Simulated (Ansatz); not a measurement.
## Heat of formation of H2 (hydrogen) from total energies

H2: 2 atoms, total charge 0, spin state singlet. SMILES: `[H][H]`. The coordinates come from a PBE0-D4/def2-TZVP relaxation.

```xyz
2

H     0.3193   -0.0992    0.1655
H    -0.3193    0.0992   -0.1655
```

Total energies at BLYP/3-21G (Ansatz 0.2.0); the atoms run unrestricted:

```
species    state  energy (Eh)
     H2  singlet    -1.159999
      H  doublet    -0.492195
```

Harmonic wavenumbers at PBE0-D4/def2-TZVP, in cm⁻¹: 4415.

Measured heats of formation of the gaseous atoms at 298.15 K, in kJ/mol: H 218.0. Take 1 Eh = 2625.50 kJ/mol, 1 cm⁻¹ = 0.0119627 kJ/mol, RT = 2.479 kJ/mol.

Task: Work out the heat of formation of the gas at 298 K.

Result: 
1. Electronic atomisation energy: 2 × (-0.492195) − (-1.159999) = 0.175609 Eh = 461.1 kJ/mol.
2. Zero-point energy: half the sum of the wavenumbers, 2207.5 cm⁻¹ = 26.4 kJ/mol.
3. Thermal vibrational enthalpy, Σ hcν̃/(exp(hcν̃/kT) − 1): 0.0 kJ/mol. Translation, rotation and pV of a linear molecule: 3.5 RT = 8.7 kJ/mol.
4. The 2 free atoms carry 5/2 RT each: 12.4 kJ/mol.
5. Atomisation enthalpy at 298 K: 461.1 − 26.4 − 0.0 − 8.7 + 12.4 = 438.4 kJ/mol.
6. Sum of the atoms' heats of formation: 436.0 kJ/mol. Heat of formation: 436.0 − 438.4 = -2.4 kJ/mol.

The tabulated value is 0.0 kJ/mol (by definition, as the element's standard state), so this level is off by -2.4 kJ/mol, or 0.6 % of the atomisation enthalpy that the table implies (436.0 kJ/mol). So close a hit in a small basis owes something to errors that cancel. Anharmonicity and any spin-orbit splitting of the molecule are left out.
